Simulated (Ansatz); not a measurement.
```yaml
crystal:
  periodic: [false, false, false]
  atoms:
    - {symbol: Co, position_ang: [0.000000, 0.000000, 0.000000]}
    - {symbol: N, position_ang: [0.000000, 0.000000, 1.970000]}
basis:
  gaussian: {orbitals: def2-TZVP}
total_charge: 1
magnetization: {spin_polarized: true, initial_magnetization: 3}
hamiltonian: {xc: pbe0}
relax: {f_tol: 0.004, max_steps: 80}
```

```sh
$ ansatz run in.yaml --threads 1 --pin off --events-out ev --progress --plain --max-ram 2176MiB
```

Steps of the relaxation (energy above the last step; positions in Å, forces in eV/Å):

```
2
step 1, 442.5 meV
Co    0.000    0.000    0.000    0.000    0.000    2.351
N     0.000    0.000    1.970    0.000    0.000   -2.351
```

```
2
step 2, 217.9 meV
Co    0.000    0.000    0.051    0.000    0.000    1.978
N     0.000    0.000    1.919    0.000    0.000   -1.978
```

```
2
step 3, 451.8 meV
Co    0.000    0.000    0.246    0.000    0.000   -5.962
N     0.000    0.000    1.724    0.000    0.000    5.962
```

```
2
step 5, 0.0 meV
Co    0.000    0.000    0.148    0.000    0.000    0.001
N     0.000    0.000    1.822    0.000    0.000   -0.001
```

Close pairs at the end: Co1–N2 1.674 Å.

A stationary point of unrestricted PBE0 after 5 steps, with ⟨S²⟩ = 4.282 against 3.75 for a pure state. 1.9 min on 1 thread of Intel Xeon 6975P-C, shared host.
